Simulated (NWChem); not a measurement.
# B3LYP/3-21G run of C2H3F3 (1,1,2-trifluoroethane)

Aim: the vertical ionisation energy of C2H3F3 (1,1,2-trifluoroethane) at B3LYP/3-21G, from 2 runs. 

Program for the calculation: NWChem 7.3.0.

## Step 1: The molecule

C2H3F3 has 8 atoms, charge 0, and is taken as a singlet. SMILES: `FCC(F)F`. Geometry: relaxed at PBE0-D4/def2-TZVP. This is one conformer, not always the lowest.

Bond lengths: F1–C2 1.372 Å, C2–C3 1.509 Å, C3–F4 1.352 Å, C3–F5 1.356 Å, C2–H6 1.093 Å, C2–H7 1.093 Å, C3–H8 1.095 Å. Some angles: F1–C2–C3 109.3°, C2–C3–F4 110.4°, C2–C3–F5 108.3°, F4–C3–F5 107.9°, F1–C2–H6 109.4°, F1–C2–H7 109.2°, C3–C2–H6 109.5°, C3–C2–H7 109.4°, C2–C3–H8 113.0°, F4–C3–H8 108.2°.

## Step 2: A single-point energy at B3LYP/3-21G

c2h3f3.nw reads:

```
START c2h3f3
TITLE "C2H3F3"
memory total 2200 mb
GEOMETRY noautosym nocenter noautoz
  F     -1.142800    -0.681000     1.163100
  C     -0.188200     0.195100     0.711800
  C      0.172900    -0.152400    -0.711300
  F      0.824200    -1.335800    -0.756500
  F      1.011700     0.803600    -1.182200
  H      0.701700     0.118900     1.342500
  H     -0.588500     1.211500     0.747300
  H     -0.698800    -0.217000    -1.370500
END
BASIS spherical bse
  F library 3-21G
  C library 3-21G
  H library 3-21G
END
DFT
  xc b3lyp
  grid fine
  convergence energy 1e-08
  iterations 100
  mulliken
  print low
END
TASK dft
```

Command:

```sh
$ nwchem c2h3f3.nw > c2h3f3.out
```

What it wrote:

```text
[...]
 d= 0,ls=0.0,diis     1   -375.3071687838 -5.67D+02  3.56D-02  1.36D+00     0.4
[...]
 d= 0,ls=0.0,diis     8   -375.4628470475  1.59D-09  4.29D-06  1.54D-07     2.4
         Total DFT energy =     -375.462847047471
      One electron energy =     -900.396134569339
           Coulomb energy =      376.909861281100
    Exchange-Corr. energy =      -43.336373206290
 Nuclear repulsion energy =      191.359799447058
[...]
      Total Density - Mulliken Population Analysis
     ---------------------------------------------
    Atom       Charge   Shell Charges
 -----------   ------   -------------------------------------------------------
    1 F    9     9.30   1.98  0.45  2.50  1.55  2.82
    2 C    6     6.11   1.99  0.39  1.66  0.98  1.09
    3 C    6     5.61   1.99  0.42  1.59  0.78  0.84
    4 F    9     9.29   1.98  0.45  2.50  1.56  2.80
    5 F    9     9.30   1.98  0.45  2.50  1.56  2.81
    6 H    1     0.79   0.48  0.30
    7 H    1     0.80   0.49  0.32
    8 H    1     0.81   0.50  0.31
[...]
```

Wall time 3 s (1 thread of Intel Xeon 6975P-C (Granite Rapids), shared host); peak memory 0.11 GiB.

## Step 3: The doublet cation, same level

c2h3f3.nw reads:

```
start c2h3f3
title "C2H3F3"
memory stack 880 mb heap 220 mb global 1100 mb
charge 1

geometry units angstroms noautosym nocenter noautoz
  F     -1.142800    -0.681000     1.163100
  C     -0.188200     0.195100     0.711800
  C      0.172900    -0.152400    -0.711300
  F      0.824200    -1.335800    -0.756500
  F      1.011700     0.803600    -1.182200
  H      0.701700     0.118900     1.342500
  H     -0.588500     1.211500     0.747300
  H     -0.698800    -0.217000    -1.370500
end

basis spherical bse
  * library 3-21G
end

dft
  xc b3lyp
  mult 2
  grid fine
  convergence energy 1e-08
  iterations 100
  mulliken
  noprint "final vectors analysis"
end

task dft energy
```

Command:

```sh
$ nwchem c2h3f3.nw > c2h3f3.out
```

What it wrote:

```text
[...]
          Wavefunction type:  spin polarized.
          No. of atoms     :     8
          No. of electrons :    41
[...]
          Charge           :     1
          Spin multiplicity:     2
[...]
          AO basis - number of functions:    51
[...]
              XC Information
              --------------
                         B3LYP Method XC Potential
                     Hartree-Fock (Exact) Exchange  0.200
                        Slater Exchange Functional  0.800 local
                    Becke 1988 Exchange Functional  0.720 non-local
              Lee-Yang-Parr Correlation Functional  0.810
                  VWN I RPA Correlation Functional  0.190 local
[...]
 d= 0,ls=0.0,diis     1   -374.7295269468 -5.66D+02  2.75D-02  6.89D-01     0.6
[...]
 d= 0,ls=0.0,diis    17   -375.0348953543 -6.51D-09  4.71D-07  2.32D-10     8.3
[...]
         Total DFT energy =     -375.034895354263
      One electron energy =     -887.734549674722
           Coulomb energy =      364.131626714266
    Exchange-Corr. energy =      -42.791771840865
 Nuclear repulsion energy =      191.359799447058
[...]
      Total Density - Mulliken Population Analysis
     ---------------------------------------------
    Atom       Charge   Shell Charges
 -----------   ------   -------------------------------------------------------
    1 F    9     9.10   1.98  0.46  2.46  1.55  2.64
    2 C    6     6.14   1.99  0.41  1.64  1.04  1.07
    3 C    6     5.63   1.99  0.43  1.57  0.81  0.82
    4 F    9     9.12   1.98  0.46  2.46  1.56  2.65
    5 F    9     9.13   1.98  0.46  2.46  1.56  2.66
    6 H    1     0.64   0.46  0.18
    7 H    1     0.65   0.46  0.19
    8 H    1     0.61   0.46  0.15
[...]
      <S2> =      0.7520 (Exact =     0.7500)
[...]
```

Run time: 9 s. Hardware: 1 thread of Intel Xeon 6975P-C (Granite Rapids), shared host; peak memory 0.11 GiB.

## Step 4: Summary of results

Level: B3LYP/3-21G.

| quantity | value |
| --- | --- |
| singlet C2H3F3: total energy | -375.46285 Eh |
| doublet cation: total energy | -375.03490 Eh |
| doublet cation: ⟨S²⟩ | 0.752 |
| vertical ionisation energy (to the doublet cation) | 11.645 eV |

**Reading.** The vertical ionisation energy comes to 11.65 eV (1124 kJ/mol).
